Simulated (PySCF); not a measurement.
Species: C₆H₆.
Z-matrix (Å and degrees, PBE0-D3(BJ)/def2-TZVP geometry), rows numbered from 1:
```
C 
C   1  1.3875
C   2  1.3877  1  120.07
C   3  1.3875  2  119.95  1     0.02
C   4  1.3876  3  120.00  2    -0.07
C   5  1.3875  4  120.02  3     0.07
H   1  1.0841  2  120.03  3   179.99
H   2  1.0841  1  119.97  3  -179.97
H   3  1.0841  2  120.02  1  -179.94
H   4  1.0841  3  120.00  2  -179.85
H   5  1.0841  4  119.98  3  -179.88
H   6  1.0841  1  119.99  2   179.98
```

All values: wB97X-D/pcSseg-2 (PySCF, non-relativistic), on one gas-phase PBE0-D3(BJ)/def2-TZVP geometry that isn't relaxed in the solvent. The solvent is an IEF-PCM continuum (cavity from Bondi-type radii × 1.2). The model holds no explicit solvent molecules, cavitation or dispersion.

Gas phase at wB97X-D/pcSseg-2: HOMO -9.09 eV, LUMO 1.52 eV, dipole 0.00 D.

What does the continuum do to the energy, the frontier levels and the dipole at wB97X-D/pcSseg-2 in chloroform?

```csv
solvent,ε,E(solvent) − E(gas) (kcal/mol),polarisation term (kcal/mol),distortion of the solute (kcal/mol),HOMO (eV),LUMO (eV),dipole (D)
chloroform,4.711,-1.85,-2.01,0.16,-9.11,1.51,0.00
```

Polarisation term: ½ Σ q·V over the induced surface charges. Distortion: the rise of the solute's own energy as its density leaves the gas-phase optimum. Charge and dipole vanish, so a point-dipole model would give no lowering at all.

The pairwise dispersion term of wB97X-D wasn't added to the energies; at a given geometry it leaves orbitals and properties as they are.
